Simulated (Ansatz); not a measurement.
Diamond, treated with r²SCAN+rVV10 (PAW; Ansatz, an electronic-structure program).

Settings: plane-wave cutoff 600 eV, 18×18×18 k mesh, finite displacements, scalar-relativistic PAW data made under PBE.

Cell (relaxed at this level):

Space group Fd-3m, origin choice 1 (No. 227); a = 3.558 Å, b = 3.558 Å, c = 3.558 Å, α = 90.00°, β = 90.00°, γ = 90.00°

| atom | site | symmetry | x | y | z |
|---|---|---|---|---|---|
| C | 8a | -43m | 0.0000 | 0.0000 | 0.0000 |
(The calculation used a cell of 2 atoms; values per cell refer to that cell.)

Q: Predict the zone-centre TO phonon frequency.

A: 
* **zone-centre TO phonon frequency**: 1326 cm⁻¹

Measured, for comparison: zone-centre TO phonon frequency 1333 cm⁻¹ (low temperature, zero-point motion not removed; as tabulated in Kunc et al. (2003), arXiv:cond-mat/0304692). Computed (rounded) less measured: zone-centre TO phonon frequency -0.5 %.
